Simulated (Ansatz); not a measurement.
**BSiH+ (doublet): the correlation ladder, cc-pVDZ**

An exercise on one series of results from a longer session: the logs are not shown, and one member is left open.

Computed with Ansatz 0.2.0, Gaussian basis. Level: cc-pVDZ, core rule «outside noble gas», up to 6 orbitals frozen.

Plan: UHF; CCSD(T) on ROHF; CCSD(T) on UHF; BCCD(T) on ROHF; CISD; CCSDT(Q) on ROHF; CCSDT(Q) on UHF; CASSCF and MRCISD+Q, 7 electrons in 9 orbitals; CASSCF and NEVPT2, 7 electrons in 9 orbitals.

4 further runs of the same task are left out: 4 set aside as unsound or not needed.

## What is computed

The geometry is a PBE0/def2-TZVP stationary point (not a proven minimum) of the parent state, kept for this charge and spin.

3 atoms, charge 1, spin multiplicity 2.

Atoms are counted from 1 here; the program's logs count them from 0.

Bond lengths: Si1–B2 1.895 Å, B2–H3 1.186 Å. Angles: Si1–B2–H3 180.0°.

Set-up of the first run:

Input file in.yaml:

```yaml
crystal:
  periodic: [false, false, false]
  atoms:
    - {symbol: Si, position_ang: [0.000000, 0.000000, 1.658754]}
    - {symbol: B, position_ang: [0.000000, 0.000000, -0.236394]}
    - {symbol: H, position_ang: [0.000000, 0.000000, -1.422360]}
basis:
  gaussian: {orbitals: cc-pVDZ}
total_charge: 1
magnetization: {spin_polarized: true, initial_magnetization: 1}
hamiltonian: {xc: hf}
output: {orbitals: {seedname: orbitals}}
```

Launch:

```sh
$ ansatz run in.yaml --threads 1 --pin off --events-out ev --progress --plain --max-ram 3328MiB --backend cpu
```

Among the steps run: UHF; CCSD(T) on ROHF; CCSD(T) on UHF; BCCD(T) on ROHF; CISD; CCSDT(Q) on ROHF; CCSDT(Q) on UHF; CASSCF and MRCISD+Q, 7 electrons in 9 orbitals; CASSCF and NEVPT2, 7 electrons in 9 orbitals.

One table of the session follows, with a row left open; its other results are not shown here.

It belongs to the step «Misses and costs». 

| method | from UCCSDT(Q) (meV) |
| --- | --- |
| ROHF | +4061.8 |
| UHF | +3912.6 |
| RMP2 | +1093.8 |
| UMP2 | +1231.5 |
| CISD | +363.2 |
| RCCSD | +141.3 |
| UCCSD | +153.8 |
| RCCSD(T) | +36.0 |
| UCCSD(T) | +45.4 |
| BCCD(T) | +35.5 |
| RCCSDT | +4.5 |
| UCCSDT | +5.7 |
| RCCSDT(Q) | -0.5 |
| UCCSDT(Q) | 0 |
| CASSCF valence | +1941.3 |
| NEVPT2 valence | ? |
| MRCISD valence | +89.6 |
| MRCISD+Q valence | +8.4 |

Q: Estimate the row for NEVPT2 valence from the others.

**Answer.** from UCCSDT(Q) (meV): +559.4. In the column «from UCCSDT(Q) (meV)» it lies between CISD (+363.2) and RMP2 (+1093.8).

The program flags UCCSD(T) as in doubt (see the logs), so those rows may rest on another solution; read them beside their warnings.

To keep in mind: The program flags UCCSD(T) as in doubt, so those rows may rest on another solution; read them beside their warnings. Restricted and unrestricted rows rest on different reference determinants; where their highest levels disagree by more than a few hundredths of an eV, they describe different states and don't form one ladder.
